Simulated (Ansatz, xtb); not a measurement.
## AlH6P: which of two structures lies lower

We compare X, a triplet given by its coordinates, with Y, `[AlH3-][PH3+]`, a singlet. Both are gas-phase species (loosely bound parts included), relaxed with PBE0-D4/def2-SVP.

X (Å):

```xyz
8

Al   -0.8657    0.4056   -1.9435
P     0.8499   -0.6070    0.8338
H     0.4002   -0.5075   -0.7167
H    -2.1027   -0.1813   -1.0864
H    -0.2445    1.8312   -1.5064
H     0.9796    0.7929    0.9853
H     1.5454   -0.9928    2.0749
H    -0.4701   -0.7981    1.3032
```

Close contacts (Å): Al1–H3 1.99, Al1–H4 1.62, Al1–H5 1.62, P2–H3 1.62, P2–H6 1.41, P2–H7 1.47, P2–H8 1.41.

Y (Å):

```csv
atom,x (Å),y (Å),z (Å)
Al,-0.4770,0.1674,-1.3625
P,0.3746,-0.1368,1.0024
H,0.0230,-1.2468,-1.9244
H,-2.0240,0.3404,-0.9855
H,0.3812,1.4758,-1.7042
H,0.1636,0.9021,1.9437
H,1.7637,-0.3340,1.2058
H,-0.1130,-1.2253,1.7687
```

Task: Estimate E(Y) − E(X) at the level CCSD(T)/def2-TZVP.

Result: Calculated at CCSD(T)/def2-TZVP: E(Y) − E(X) = −85.2 kcal/mol, so structure Y lies lower.

The same difference at several levels:

| level | geometry | E(Y) − E(X) (kcal/mol) | departure from the last row (kcal/mol) | job, with rough time for the two |
| --- | --- | --- | --- | --- |
| PBE0-D4/def2-SVP | PBE0-D4/def2-SVP | −78.9 | +6.3 | optimisation, 95 s |
| HF/def2-TZVP | PBE0-D4/def2-SVP | −77.0 | +8.1 | part of the CCSD(T) run |
| MP2/def2-TZVP | PBE0-D4/def2-SVP | −85.8 | −0.6 | part of the CCSD(T) run |
| CCSD(T)/def2-TZVP | PBE0-D4/def2-SVP | −85.2 |  | single point, 20 s |

None of the levels shown reverses the order. The largest departure from CCSD(T)/def2-TZVP is that of HF/def2-TZVP, 8.1 kcal/mol. Levels run at GFN2-xTB geometries aren't shown. The triplet state of X needn't be its ground state.

With harmonic frequencies from PBE0-D4/def2-SVP (ideal gas, rigid rotor, one conformer each, 298.15 K, 1 atm): on the last row, ΔE + ΔZPE = −83.5 kcal/mol. A mode under 50 cm⁻¹ makes harmonic enthalpies and free energies unreliable, so none is given.

Open shells are spin-unrestricted. The correlated steps freeze 10 core orbitals. ΔG holds the spin degeneracy. Codes used: Ansatz 0.2.0; the last row on 2 threads of Arm Neoverse N1 on a shared host.
